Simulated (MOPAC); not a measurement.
MOPAC input (AM1):

```
AM1 1SCF CHARGE=-1 GEO-OK AUX(PRECISION=9) THREADS=1
C3H5

C     1.37760322 1    0.01843291 1    0.01132496 1
C     0.10270912 1    0.44661529 1   -0.00225393 1
H     2.05690146 1    0.90275969 1    0.01081884 1
H    -0.21628020 1    1.51104003 1   -0.01231293 1
C    -1.08779556 1   -0.49380738 1   -0.00560757 1
H    -0.72120087 1   -1.52504187 1    0.00461626 1
H    -1.74458285 1   -0.35197269 1    0.86878207 1
H    -1.72993823 1   -0.36423013 1   -0.89268502 1
```

What heat of formation does the run end on, and which ionisation energy by Koopmans theorem?

59.40 kcal/mol; 1.41 eV.
